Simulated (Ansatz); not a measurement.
# C2H4: state-averaged CASSCF

Computed with Ansatz's Gaussian-basis code (development build). State-averaged CASSCF with equal weights; occupations are averaged over the states; levels count from the state that is lowest in CASSCF. CASSCF levels without dynamic correlation can be off by over 1 eV. Solutions may break the symmetry of the shape. Lower solutions, or ones in other orbitals, may exist.

Geometry:

```xyz
6

C     0.0000    0.0000    0.6695
C     0.0000    0.0000   -0.6695
H    -0.1212    0.9210    1.2321
H     0.1212   -0.9210    1.2321
H     0.1212    0.9210   -1.2321
H    -0.1212   -0.9210   -1.2321
```

Basis cc-pVDZ, nonrelativistic, 2 orbitals frozen in the corrections; active space CAS(2,2). Averaged: 3 singlets.

Question: Give the levels in order.

Answer: 

| state | CASSCF (eV) |
| --- | --- |
| singlet | 0.000 |
| singlet | 9.046 |
| singlet | 14.009 |

Occupations: 1.00, 1.00.

Same geometry.

Basis cc-pVDZ, nonrelativistic, 2 orbitals frozen in the corrections; active space CAS(2,2). Averaged: 1 singlet, 1 triplet.

Question: Give the levels in order, with their spins.

Answer: 

```json
{"state": "singlet", "CASSCF (eV)": "0.000"}
{"state": "triplet", "CASSCF (eV)": "4.047"}
```

Occupations: 1.45, 0.55.

Same geometry.

Basis cc-pVDZ, nonrelativistic, 2 orbitals frozen in the corrections; active space CAS(4,4). Averaged: 1 singlet, 1 triplet.

Question: Give the levels in order, with their spins.

Answer: 

```
  state  CASSCF (eV)
singlet        0.000
triplet        4.066
```

Occupations: 1.98, 1.45, 0.55, 0.02.
